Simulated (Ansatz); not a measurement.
# Barium, bcc under r²SCAN: how the Fermi-Dirac smearing moves the result

Aim: find which Fermi-Dirac smearing width is enough for energy and pressure. The geometry was relaxed under r²SCAN beforehand and stays fixed; 6 values are run, from 0.01 to 1.0 eV. Wanted are the values from which on the energy stays within 10 and 1 meV/atom, and the pressure within 0.5 GPa, of the narrowest run. Within the series other settings stay. Spin polarisation is left out.

Method: DFT r²SCAN, plane waves with PAW, scalar-relativistic, in Ansatz 0.2.0.

## 1. Starting point

It takes space group Im-3m (No. 229, cubic). Conventional cell: a = 5.074 Å, b = 5.074 Å, c = 5.074 Å, α = 90.00°, β = 90.00°, γ = 90.00°. Around Ba (site symmetry m-3m) lie 8 Ba at 4.39 Å.

Coordinates:

```cif
data_structure
_symmetry_space_group_name_H-M 'P 1'
_symmetry_Int_Tables_number 1
_cell_length_a 4.3939
_cell_length_b 4.3939
_cell_length_c 4.3939
_cell_angle_alpha 109.471
_cell_angle_beta 109.471
_cell_angle_gamma 109.471
_cell_volume 65.30
loop_
_atom_site_label
_atom_site_type_symbol
_atom_site_fract_x
_atom_site_fract_y
_atom_site_fract_z
_atom_site_occupancy
Ba1 Ba 0.00000 0.00000 0.00000 1
```

## 2. Width 0.01 eV

The run at 0.01 eV.

File input.yaml:

```yaml
crystal:
  lattice:
    - [-2.5367939014, 2.5367939014, 2.5367939014]
    - [2.5367939014, -2.5367939014, 2.5367939014]
    - [2.5367939014, 2.5367939014, -2.5367939014]
  atoms:
    - { symbol: Ba, position: [0.0, 0.0, 0.0] }
hamiltonian:
  xc: r2scan
  pseudopotentials:
    kind: paw
    azcp:
      Ba: "pseudopotentials/Ba.paw.azcp"
basis:
  ecutwfc: 500
  fft_grid_basis: typed
kpoints:
  mp_grid: { grid: [9, 9, 9], shift: [0, 0, 0] }
magnetization:
  spin_polarized: false
scf:
  occupations: { method: fermi_dirac, width: 0.01 }
  lower_state_search: "off"
output:
  stress: true
```

The run is started by

```bash
ansatz run input.yaml --threads 2 --pin off --max-ram 5120MiB --backend cpu --events-out ev --progress --plain --runs-dir out
```

## 3. Width 0.03 eV

The run at 0.03 eV.

Edit input.yaml of step 2 so:

```diff
@@ -21,3 +21,3 @@
 scf:
-  occupations: { method: fermi_dirac, width: 0.01 }
+  occupations: { method: fermi_dirac, width: 0.03 }
   lower_state_search: "off"
```

## 4. Width 0.2 eV

The run at 0.2 eV.

Edit input.yaml of step 3 so:

```diff
@@ -21,3 +21,3 @@
 scf:
-  occupations: { method: fermi_dirac, width: 0.03 }
+  occupations: { method: fermi_dirac, width: 0.2 }
   lower_state_search: "off"
```

## 5. Width 0.3 eV

The run at 0.3 eV.

Edit input.yaml of step 4 so:

```diff
@@ -21,3 +21,3 @@
 scf:
-  occupations: { method: fermi_dirac, width: 0.2 }
+  occupations: { method: fermi_dirac, width: 0.3 }
   lower_state_search: "off"
```

## 6. Width 0.6 eV

The run at 0.6 eV.

Edit input.yaml of step 5 so:

```diff
@@ -21,3 +21,3 @@
 scf:
-  occupations: { method: fermi_dirac, width: 0.3 }
+  occupations: { method: fermi_dirac, width: 0.6 }
   lower_state_search: "off"
```

## 7. Width 1.0 eV

The run at 1.0 eV.

Edit input.yaml of step 6 so:

```diff
@@ -21,3 +21,3 @@
 scf:
-  occupations: { method: fermi_dirac, width: 0.6 }
+  occupations: { method: fermi_dirac, width: 1.0 }
   lower_state_search: "off"
```

(Steps that only read results are left out.)

Q: Predict the outcome of this session.

**Answer**, as computed:

```
                                           quantity                       value
       E(σ → 0) stays within 10 meV/atom of 0.01 eV                up to 0.2 eV
                   E(σ → 0) stays within 1 meV/atom               up to 0.03 eV
                      pressure stays within 0.5 GPa                up to 0.3 eV
                                pressure at 0.01 eV                   -0.02 GPa
energy of a separate run on a finer mesh (14×14×14)  +0.6 meV/atom from 0.01 eV
```

**Reading.** The far end, 1.0 eV, lies -331.9 meV/atom and +1.4 GPa from the yardstick. Over the range F shifts by -2227.5 meV/atom, while E(σ → 0) shifts by -331.9. With this scheme F falls about as the square of the width. The mesh (9×9×9) is fixed, so the narrowest widths carry a k-point error of their own. A run on a finer mesh agrees with the yardstick to 1 meV/atom. The cell taken over is 4 % larger than the measured one (62.50 Å³/atom, COD).
